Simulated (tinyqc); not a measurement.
CCD on RHF in the sto-6g basis, for LiH, spin multiplicity 1, step by step. One step of it, computed by the program tinyqc.

Task: Integrals over molecular orbitals. (pq|rs) = sum C_ip C_jq C_kr C_ls (ij|kl), one index at a time.

coefficients C:
```
               MO1        MO2        MO3       MO4        MO5        MO6
1Li 1s    0.993738  -0.164334  -0.198085  0.000000   0.000000   0.075082
1Li 2s    0.023317   0.438385   0.798783  0.000000   0.000000  -0.745296
1Li 2px   0.000000   0.000000   0.000000  0.660958   0.750423   0.000000
1Li 2py   0.000000   0.000000   0.000000  0.750423  -0.660958   0.000000
1Li 2pz  -0.006330   0.348612  -0.616575  0.000000   0.000000  -1.002677
2H 1s     0.005361   0.550908  -0.124802  0.000000   0.000000   1.228661
```

core Hamiltonian H = T + V (hartree):
```
            1Li 1s     1Li 2s    1Li 2px    1Li 2py    1Li 2pz      2H 1s
1Li 1s   -4.800155  -1.021465   0.000000   0.000000  -0.018912  -0.368895
1Li 2s   -1.021465  -1.394049   0.000000   0.000000  -0.126618  -0.748502
1Li 2px   0.000000   0.000000  -1.146561   0.000000   0.000000   0.000000
1Li 2py   0.000000   0.000000   0.000000  -1.146561   0.000000   0.000000
1Li 2pz  -0.018912  -0.126618   0.000000   0.000000  -1.248397  -0.881247
2H 1s    -0.368895  -0.748502   0.000000   0.000000  -0.881247  -1.516328
```

Two-electron integrals (ij|kl) in chemists' order, unique and non-zero (hartree):
```
(11|11) 1.681247   (21|11) 0.242603   (21|21) 0.044507   (22|11) 0.397190
(22|21) 0.090279   (22|22) 0.290625   (31|31) 0.009437   (32|31) 0.014261
(32|32) 0.064236   (33|11) 0.397190   (33|21) 0.090279   (33|22) 0.290625
(33|33) 0.313125   (41|41) 0.009437   (42|41) 0.014261   (42|42) 0.064236
(43|43) 0.016875   (44|11) 0.397190   (44|21) 0.090279   (44|22) 0.290625
(44|33) 0.279374   (44|44) 0.313125   (51|51) 0.009437   (52|51) 0.014261
(52|52) 0.064236   (53|53) 0.016875   (54|54) 0.016875   (55|11) 0.397190
(55|21) 0.090279   (55|22) 0.290625   (55|33) 0.279374   (55|44) 0.279374
(55|55) 0.313125   (61|11) 0.086658   (61|21) 0.015483   (61|22) 0.031383
(61|33) 0.030967   (61|44) 0.030967   (61|51) 0.002040   (61|52) 0.003985
(61|55) 0.032217   (61|61) 0.005941   (62|11) 0.164857   (62|21) 0.037744
(62|22) 0.124322   (62|33) 0.118490   (62|44) 0.118490   (62|51) 0.006579
(62|52) 0.035160   (62|55) 0.135987   (62|61) 0.015527   (62|62) 0.082580
(63|31) 0.003569   (63|32) 0.015229   (63|53) 0.005722   (63|63) 0.006686
(64|41) 0.003569   (64|42) 0.015229   (64|54) 0.005722   (64|64) 0.006686
(65|11) 0.193657   (65|21) 0.044885   (65|22) 0.153173   (65|33) 0.143150
(65|44) 0.143150   (65|51) 0.010302   (65|52) 0.054114   (65|55) 0.173216
(65|61) 0.019462   (65|62) 0.112744   (65|65) 0.157040   (66|11) 0.347872
(66|21) 0.081300   (66|22) 0.289086   (66|33) 0.264586   (66|44) 0.264586
(66|51) 0.017445   (66|52) 0.108143   (66|55) 0.338083   (66|61) 0.035709
(66|62) 0.235649   (66|65) 0.335892   (66|66) 0.774999
```

Give: one-electron integrals over orbitals h = C^T H C; Two-electron integrals over orbitals.

Result:

one-electron integrals over orbitals h = C^T H C (hartree):
```
         1        2        3        4        5        6
1  -4.7922   0.1080   0.1703   0.0000   0.0000  -0.0333
2   0.1080  -1.5321   0.0313   0.0000   0.0000  -0.0764
3   0.1703   0.0313  -1.1373   0.0000   0.0000   0.0366
4   0.0000   0.0000   0.0000  -1.1466   0.0000   0.0000
5   0.0000   0.0000   0.0000   0.0000  -1.1466   0.0000
6  -0.0333  -0.0764   0.0366   0.0000   0.0000  -0.9436
```

Two-electron integrals over orbitals (pq|rs), unique and non-zero (hartree):
```
(11|11) 1.6642      (21|11) -0.1152     (21|21) 0.0145      (22|11) 0.3786
(22|21) 0.0071      (22|22) 0.4963      (31|11) -0.1407     (31|21) 0.0119
(31|22) -0.0166     (31|31) 0.0227      (32|11) 0.0131      (32|21) -0.0036
(32|22) -0.0457     (32|31) -1.34e-04   (32|32) 0.0115      (33|11) 0.4000
(33|21) -0.0116     (33|22) 0.2254      (33|31) 0.0019      (33|32) 0.0062
(33|33) 0.3403      (41|41) 0.0101      (42|41) 0.0074      (42|42) 0.0235
(43|41) 0.0102      (43|42) 0.0190      (43|43) 0.0414      (44|11) 0.3969
(44|21) -0.0042     (44|22) 0.2744      (44|31) -0.0047     (44|32) 0.0048
(44|33) 0.2827      (44|44) 0.3131      (51|51) 0.0101      (52|51) 0.0074
(52|52) 0.0235      (53|51) 0.0102      (53|52) 0.0190      (53|53) 0.0414
(54|54) 0.0169      (55|11) 0.3969      (55|21) -0.0042     (55|22) 0.2744
(55|31) -0.0047     (55|32) 0.0048      (55|33) 0.2827      (55|44) 0.2794
(55|55) 0.3131      (61|11) 0.0511      (61|21) -0.0091     (61|22) -0.0061
(61|31) -0.0025     (61|32) 0.0014      (61|33) 0.0099      (61|44) 2.55e-04
(61|55) 2.55e-04    (61|61) 0.0083      (62|11) -0.0329     (62|21) 0.0056
(62|22) 0.1330      (62|31) -2.19e-04   (62|32) -0.0326     (62|33) -0.0110
(62|44) -0.0119     (62|55) -0.0119     (62|61) 1.30e-04    (62|62) 0.1244
(63|11) 0.0139      (63|21) -0.0037     (63|22) -0.0498     (63|31) 0.0047
(63|32) 0.0077      (63|33) 0.0355      (63|44) 0.0009      (63|55) 0.0009
(63|61) 0.0040      (63|62) -0.0298     (63|63) 0.0251      (64|41) -0.0061
(64|42) -0.0196     (64|43) -0.0142     (64|64) 0.0199      (65|51) -0.0061
(65|52) -0.0196     (65|53) -0.0142     (65|65) 0.0199      (66|11) 0.3641
(66|21) 0.0041      (66|22) 0.4595      (66|31) -0.0113     (66|32) -0.0407
(66|33) 0.2415      (66|44) 0.2699      (66|55) 0.2699      (66|61) -0.0024
(66|62) 0.1404      (66|63) -0.0424     (66|66) 0.4581
```
